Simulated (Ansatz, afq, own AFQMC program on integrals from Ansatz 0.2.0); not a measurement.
Integrals from Ansatz 0.2.0, then the random walk in our own AFQMC program (afq).

```yaml
crystal:
  periodic: [false, false, false]
  atoms:
    - {symbol: Al, position_ang: [-1.811149, 0.000000, 0.000000]}
    - {symbol: H, position_ang: [-2.604073, 1.373384, 0.000000]}
    - {symbol: H, position_ang: [-2.604073, -1.373384, 0.000000]}
    - {symbol: H, position_ang: [-0.225302, 0.000000, 0.000000]}
    - {symbol: Cl, position_ang: [1.532851, 0.000000, 0.000000]}
basis:
  gaussian: {orbitals: cc-pVTZ}
magnetization: {spin_polarized: true, initial_magnetization: 1}
correlation: {method: ccsd_t, electrons: outside_noble_gas, hamiltonian_folder: ham}
```

```sh
$ ansatz run in.yaml --threads 1 --pin off --events-out ev --progress --plain --max-ram 16896MiB --backend cuda --devices 0, --max-vram 18GiB
```

Options of the walk:

```
--method phaseless --trial cisd --walkers 900 --populations 20 --least-time 60 --time-step 0.005 --steps-per-block 50 --equilibration-blocks 28 --max-blocks 4000 --target-error 0.00021 --factor-cut 1e-05 --start spin_pure --seed 8403 --release-times 0.24,0.51,0.99,1.62,2.4 --release-step 0.03 --release-every 3 --taylor-order 6
```

Times are imaginary, in 1/Eh. The walk had a cap of 231 s. With eight or more populations the least sampling time is a fifth of least-time, and the error comes from their spread.

Log:

```
orbitals 100  electrons 7 6  factors 629 of 643
reference energy -703.12073003 Eh
CCSD correlation -0.31519112 Eh in 11 cycles, weight of the determinant in the CISD state 0.8614
energy of the start -703.434993 Eh
 block  time / (1/Eh)  mean weight  energy / Eh
     1     0.250  1.0004  -703.430228
     2     0.500  0.9996  -703.433246
     3     0.750  0.9991  -703.437215
     4     1.000  0.9996  -703.440369
     5     1.250  0.9990  -703.442813
     7     1.750  0.9992  -703.445663
     9     2.250  0.9993  -703.447030
    11     2.750  0.9987  -703.446477
    15     3.750  0.9997  -703.446511
    19     4.750  0.9999  -703.445520
    23     5.750  0.9999  -703.448157
    27     6.750  0.9992  -703.446149
    29     7.250  1.0001  -703.449064
    31     7.750  1.0003  -703.446447
    35     8.750  0.9993  -703.446079
    39     9.750  1.0003  -703.446179
    43    10.750  1.0004  -703.445514
    47    11.750  0.9995  -703.447439
    51    12.750  0.9999  -703.444944
    55    13.750  0.9996  -703.448691
    59    14.750  0.9997  -703.447086
    63    15.750  1.0001  -703.447416
    67    16.750  1.0004  -703.446292
    71    17.750  1.0000  -703.445896
    75    18.750  1.0001  -703.446865
    79    19.750  1.0007  -703.446661
    83    20.750  1.0005  -703.444592
    87    21.750  1.0004  -703.448152
    91    22.750  1.0006  -703.445567
    95    23.750  0.9999  -703.447726
    99    24.750  0.9997  -703.446991
   103    25.750  0.9995  -703.444405
   107    26.750  0.9994  -703.445907
error from the spread of 20 populations
released: time / (1/Eh)  energy / Eh  error  mean overlap
  0.24  -703.447049  0.000189  0.9917
  0.51  -703.447153  0.000169  0.9870
  0.99  -703.447017  0.000240  0.9860
  1.62  -703.446627  0.000291  1.0068
  2.40  -703.446912  0.000412  1.0048
energy -703.446474 +/- 0.000184 Eh
(rows thinned)
```

The run passed its tests (sampling time, drift between the halves within three errors, error under three times the target), which doesn't prove that it has relaxed.

Against this walk (error 5.0 meV) on the same determinant: CCSD(T) 21.1 meV higher. The error is statistical and leaves out the bias of the constraint. Released to 1.62 1/Eh the energy moves by -4 ± 9 meV (both errors), within twice the noise.

Cautions: constraint bias not in the error.

The walk took 62 s on 1 × NVIDIA H100 80GB HBM3 with 2 threads of AMD EPYC 7R13 Processor (Zen 3) (shared host) (the card was shared). The log's last line is the phaseless energy.

A walk keeps the symmetry of its determinant, which the program's search chose and which needn't be the lowest solution, so a lower state of the same spin and another symmetry isn't excluded.
